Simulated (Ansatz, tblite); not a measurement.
**ZnCl2: charged states by level of theory**

The task here is to estimate one member of a computed series from the others.

Computed with Ansatz 0.2.0, Gaussian basis. Level: as each input shows.

Plan: charge +1 doublet, at the geometry of the singlet (PBE0-D4/def2-TZVP, PBE-D4/def2-TZVP, r2SCAN-D4/def2-TZVP, CCSD(T)/def2-TZVPP); the starting singlet's energies come from earlier runs.

## The geometry

The geometry is that of the singlet, from an earlier relaxation (PBE-D4/def2-TZVP).

3 atoms, charge 0, spin multiplicity 1.

Atoms are counted from 1 here; the program's logs count them from 0.

Bond lengths: Zn1–Cl2 2.090 Å, Zn1–Cl3 2.090 Å. Angles: Cl2–Zn1–Cl3 179.9°.

Set-up of the first run:

in.yaml

```yaml
crystal:
  periodic: [false, false, false]
  atoms:
    - {symbol: Zn, position_ang: [-0.000759, -0.000437, -0.000016]}
    - {symbol: Cl, position_ang: [-0.016635, -0.020840, 2.090029]}
    - {symbol: Cl, position_ang: [0.017394, 0.021278, -2.090012]}
basis:
  gaussian: {orbitals: def2-TZVP}
total_charge: 1
magnetization: {spin_polarized: true, initial_magnetization: 1}
hamiltonian: {xc: pbe0, dispersion: d4}
output: {orbitals: {seedname: orbitals}}
```

Launch:

```sh
> ansatz run in.yaml --threads 4 --pin off --events-out ev --progress --plain --max-ram 3916MiB
```

Steps of the session up to this table: Charge +1 doublet at the fixed geometry, PBE0-D4/def2-TZVP; Charge +1 doublet at the fixed geometry, PBE-D4/def2-TZVP; Charge +1 doublet at the fixed geometry, r2SCAN-D4/def2-TZVP; Charge +1 doublet at the fixed geometry, CCSD(T)/def2-TZVPP.

One of the session's tables, all rows but one given; the rest of the session is left out.

It belongs to the step «Vertical ionisation energy». 

| method | vertical ionisation energy (eV) |
| --- | --- |
| HF/def2-TZVPP | 10.83 |
| PBE-D4/def2-TZVP | ? |
| r2SCAN-D4/def2-TZVP | 11.13 |
| PBE0-D4/def2-TZVP | 11.35 |
| MP2/def2-TZVPP | 11.99 |
| CCSD/def2-TZVPP | 11.76 |
| CCSD(T)/def2-TZVPP | 11.77 |

**Question.** Estimate the row for PBE-D4/def2-TZVP.

The run gave: vertical ionisation energy (eV): 10.90. In the column «vertical ionisation energy (eV)» it lies between HF/def2-TZVPP (10.83) and r2SCAN-D4/def2-TZVP (11.13).
